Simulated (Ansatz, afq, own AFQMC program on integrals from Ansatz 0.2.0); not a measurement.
Two steps: Ansatz 0.2.0 writes the Fock matrix and Cholesky factors of the valence space, and afq projects on them the lowest state that overlaps trial and start.

```yaml
crystal:
  periodic: [false, false, false]
  atoms:
    - {symbol: B, position_ang: [0.000000, 0.000000, 0.000000]}
    - {symbol: H, position_ang: [0.541993, 1.061931, 1.059523]}
    - {symbol: H, position_ang: [-0.554595, -1.055656, 1.059273]}
    - {symbol: H, position_ang: [-0.539545, 1.056901, -1.065784]}
    - {symbol: H, position_ang: [0.552147, -1.063176, -1.053012]}
basis:
  gaussian: {orbitals: 6-31G}
magnetization: {spin_polarized: true, initial_magnetization: 1}
correlation: {method: ccsd_t, electrons: outside_noble_gas, hamiltonian_folder: ham}
```

```sh
$ ansatz run in.yaml --threads 1 --pin off --events-out ev --progress --plain --max-ram 24576MiB --backend cuda --devices 0, --max-vram 18GiB
```

Options of the walk:

```
--method phaseless --trial hf --walkers 4000 --populations 20 --least-time 40 --time-step 0.005 --steps-per-block 20 --equilibration-blocks 160 --max-blocks 4000 --target-error 0.0016 --factor-cut 1e-05 --start spin_pure --seed 6503 --taylor-order 6
```

Times are imaginary, in 1/Eh. The walk had a cap of 49 s. With eight or more populations the least sampling time is a fifth of least-time, and the error comes from their spread.

Output of the walk:

```
orbitals 16  electrons 4 3  factors 104 of 254
reference energy -26.72979353 Eh
CCSD correlation -0.11129756 Eh in 12 cycles, weight of the determinant in the CISD state 0.8672
energy of the start -26.733280 Eh
 block  time / (1/Eh)  mean weight  energy / Eh
     1     0.100  1.0002  -26.746619
     2     0.200  1.0003  -26.757666
     3     0.300  1.0006  -26.766879
     4     0.400  1.0006  -26.776025
     5     0.500  1.0004  -26.783067
     7     0.700  1.0004  -26.794493
     9     0.900  1.0001  -26.803910
    13     1.300  1.0000  -26.817608
    25     2.500  0.9999  -26.833665
    37     3.700  0.9999  -26.838008
    49     4.900  0.9999  -26.840252
    55     5.500  1.0001  -26.844957
    61     6.100  0.9999  -26.843871
    73     7.300  0.9999  -26.840414
    85     8.500  1.0001  -26.840155
    97     9.700  1.0000  -26.841600
   109    10.900  0.9999  -26.840955
   121    12.100  1.0002  -26.840455
   133    13.300  0.9999  -26.844488
   145    14.500  1.0001  -26.839677
   157    15.700  0.9999  -26.842047
   169    16.900  1.0002  -26.841270
   181    18.100  0.9998  -26.842754
   193    19.300  1.0002  -26.842385
   205    20.500  0.9999  -26.844924
   217    21.700  0.9999  -26.842716
   229    22.900  0.9999  -26.840782
   235    23.500  1.0000  -26.841081
error from the spread of 20 populations
energy -26.842369 +/- 0.000753 Eh
(rows thinned)
```

The run passed its tests (sampling time, drift between the halves within three errors, error under three times the target), which doesn't prove that it has relaxed.

Against this walk (error 20.5 meV) on the same determinant: CCSD(T) 56.1 meV lower, CCSDT(Q) 103.7 meV lower, CCSDTQ 104.8 meV lower, full CI 104.8 meV lower, a separate phaseless walk with a CISD trial and standard settings 79.9 ± 20.9 meV lower. The error is statistical and leaves out the bias of the constraint. The determinant has ⟨S²⟩ = 0.87, so the low cluster orders mix in higher spin, while the walk starts as a pure doublet. Full CI is exact here, so the walk's 105 meV above it is the walk's own error: the bias of the constraint with this trial.

Cautions: constraint bias not in the error; raised T1 diagnostic (T1 0.041, weight of the determinant 0.87, largest double 0.08); unrestricted determinant spin contaminated (⟨S²⟩ 0.87 against 0.75).

The walk took 15 s on 1 × NVIDIA H100 80GB HBM3 with 2 threads of AMD EPYC 7R13 Processor (Zen 3), on a shared host (the card was shared). The log's last line is the phaseless energy.

CCSDT and higher add their correlation energy to the determinant of the CCSD(T) run, since their own runs factorise the integrals more tightly (a shift of under 2 meV). A walk keeps the symmetry of its determinant, which the program's search chose and which needn't be the lowest solution, so a lower state of the same spin and another symmetry isn't excluded.
